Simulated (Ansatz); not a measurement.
```yaml
crystal:
  periodic: [false, false, false]
  atoms:
    - {symbol: C, position_ang: [0.000000, 0.000000, 0.000000]}
    - {symbol: S, position_ang: [0.000000, 0.000000, 1.683300]}
basis:
  gaussian: {orbitals: def2-TZVP}
magnetization: {spin_polarized: true, initial_magnetization: 2}
hamiltonian: {xc: pbe0}
relax: {f_tol: 0.004, max_steps: 80}
```

```sh
$ ansatz run in.yaml --threads 1 --pin off --events-out ev --progress --plain --max-ram 2176MiB
```

Steps of the relaxation (energy above the last step; positions in Å, forces in eV/Å):

```
2
step 1, 265.7 meV
C     0.000    0.000    0.000    0.000    0.000    3.810
S     0.000    0.000    1.683    0.000    0.000   -3.810
```

```
2
step 2, 82.5 meV
C     0.000    0.000    0.029    0.000    0.000    2.390
S     0.000    0.000    1.654    0.000    0.000   -2.390
```

```
2
step 3, 13.4 meV
C     0.000    0.000    0.073    0.000    0.000   -1.151
S     0.000    0.000    1.610    0.000    0.000    1.151
```

```
2
step 6, 0.0 meV
C     0.000    0.000    0.061    0.000    0.000    0.000
S     0.000    0.000    1.622    0.000    0.000    0.000
```

Close pairs at the end: C1–S2 1.561 Å.

A stationary point of unrestricted PBE0 after 6 steps, with ⟨S²⟩ = 2.041 against 2.00 for a pure state. 4.4 s on 1 thread of Intel Xeon 6975P-C, shared host.
